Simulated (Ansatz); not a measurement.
System: 3C-SiC. Method: r²SCAN in Ansatz (plane waves, PAW).

The same calculation (at the measured cell, 10.346 Å³/atom) with different numerical settings:

```
run    k mesh  high-frequency dielectric constant  dielectric constant ε0 (ions relaxed)  TO(Γ) frequency (cm⁻¹)  rough time
---  --------  ----------------------------------  -------------------------------------  ----------------------  ----------
1       4×4×4                               5.875                                  9.144                   799.6   10 core-s
2       6×6×6                               6.339                                  9.623                   797.7   10 core-s
3       8×8×8                               6.474                                  9.760                   797.4   20 core-s
4    12×12×12                               6.520                                  9.807                   797.3   50 core-s
5    16×16×16                               6.524                                  9.810                   797.3  2 core-min
6    20×20×20                               6.524                                  9.811                   797.3  4 core-min
```

In the column static dielectric constant the first row differs from the last by -0.667 and the next to last by -0.001.

The last row is no converged limit: other settings stay fixed.

Ansatz is a quantum-chemistry and plane-wave program.
